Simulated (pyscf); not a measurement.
Single points on ωB97X-D3(BJ)/def2-SVP structures (PySCF, gas phase).

Question: Estimate the classical barrier height and the reaction energy of `[CH3][Al]([CH3])[Cl]` + `[CH3]` [doublet] → `[CH3][CH3]` + `[CH3][Al][Cl]` [doublet] at ωB97M-D3(BJ)/def2-TZVP. The step runs on the doublet surface, breaks Al–C and forms C–C; take the separated reactants as zero.

Answer: ΔE‡ = 144.2 kJ/mol, ΔE = -43.5 kJ/mol. Zero-point energy shifts the barrier by +13.8 kJ/mol. It is a substitution at C, with an imaginary mode of 1193i cm⁻¹. One saddle was located; it need not be the lowest between these sides. The angle at the attacked C is 159°.
